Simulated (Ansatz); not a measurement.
Ansatz (an electronic-structure program) input (B3LYP/LANL2DZ): The .json file is the Basis Set Exchange's LANL2DZ.

Ansatz 0.2 input:
```yaml
crystal:
  periodic: [false, false, false]
  atoms:
    - {symbol: C, position_ang: [0.00394345, 0.00524516, 0.76725426]}
    - {symbol: Cl, position_ang: [-0.01752138, 1.48253369, -0.22626440]}
    - {symbol: Cl, position_ang: [0.01529894, -1.48548974, -0.20614288]}
    - {symbol: H, position_ang: [-0.89039947, -0.00050138, 1.37837936]}
    - {symbol: H, position_ang: [0.90452024, 0.01928333, 1.36901878]}
basis:
  gaussian:
    orbitals: LANL2DZ.json
hamiltonian:
  xc: {name: B3LYP}
relax: {f_tol: 0.003, max_steps: 120}
```

Task: What final total energy does it give?

Result: -69.17971 Eh.
